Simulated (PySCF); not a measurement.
# Static response to an electric field

Compound: C4H10N2.
Geometry (GFN2-xTB, Å), atoms numbered from 1 in this order:
```xyz
16
C4H10N2 angstrom
C      1.900   -0.314   -0.815
N      0.809    0.603   -0.549
C     -0.098    0.151    0.488
C     -0.937    1.336    0.986
C     -1.043   -0.939    0.051
N     -1.151   -1.235   -1.163
H      2.517    0.108   -1.606
H      1.571   -1.315   -1.121
H      2.509   -0.407    0.086
H      0.269    0.729   -1.401
H      0.503   -0.227    1.325
H     -0.275    2.130    1.315
H     -1.559    1.713    0.178
H     -1.576    1.034    1.813
H     -1.620   -1.398    0.868
H     -1.828   -1.960   -1.389
```

Level: PBE0/def2-SVPD (PySCF), static field, nuclei fixed, core orbitals frozen in the response. The polarisability tensor in these axes (au):

```
x   66.64  2.30 -3.30
y    2.30 64.42  6.70
z   -3.30  6.70 67.38
```

Q: Diagonalise the tensor; give its mean and Δα, where Δα² is half the sum of the squared differences of the eigenvalues.

A: Principal values 57.41, 68.03 and 73.01 au; mean 66.15 au = 9.80 Å³ = 10.91 × 10⁻⁴⁰ C²·m²/J; Δα = 13.80 au (21 % of the mean).

Q: What is the dipole moment, and where does it point?

A: (-1.17, -1.19, 1.22) D, 2.07 D in size, pointing from the negative to the positive side. Measured along this direction, the outermost atoms are H7 at the negative end and H15 at the positive end.

Q: Find the Langevin capture rate constant for NO+ (29.998 u) meeting this molecule (86.084 u), k = 2.342 × 10⁻⁹ cm³/s × √(α in Å³ / reduced mass in u).

A: The reduced mass is 22.25 u, so k = 1.55 × 10⁻⁹ cm³/s. The formula leaves out the permanent dipole, which adds to the capture rate.

Q: Orientational against electronic polarisability at 250 K (dilute gas, rigid molecules)?

A: In Gaussian units μ²/3kT = 41.21 Å³ against 9.80 Å³, a ratio of 4.20; the Debye molar polarisation (4π/3)N_A(α + μ²/3kT) is 128.7 cm³/mol, leaving out the vibrational part.

Q: Sum over states: ᾱ = Σ f/ω², ω in Eh. What share falls to these 6 lowest TDDFT singlets (eV, f)? 4.72, 0.0022; 5.46, 0.0006; 6.01, 0.0048; 6.61, 0.0070; 6.77, 0.0025; 6.91, 0.0309.

A: They add up to 0.83 au, 1.2 % of the 66.15 au; the largest single term is 0.48 au, from the state at 6.91 eV. Terms in order: 0.07, 0.02, 0.10, 0.12, 0.04, 0.48 au. Higher excitations give the rest. The strengths listed sum to 0.048.

Q: Give the eigenvalues of the traceless quadrupole moment Θ = ½Σq(3rr − r²1), origin at the centre of nuclear charge.

A: -2.09, -0.29, 2.38 D·Å. The values depend on the origin, since the dipole doesn't vanish. The electronic extent ⟨r²⟩ about the same centre is 646 bohr², a root-mean-square distance of 1.94 Å for the 48 electrons.

The structure is a single GFN2-xTB conformer in the gas phase; no vibrational or solvent corrections.

The run behind these numbers computed excited states as well. The run took 25 s wall (grids of density and orbitals included) on Intel Xeon Platinum 8559C, one thread, no GPU, on a shared host, and the process peaked at 0.81 GiB of memory.
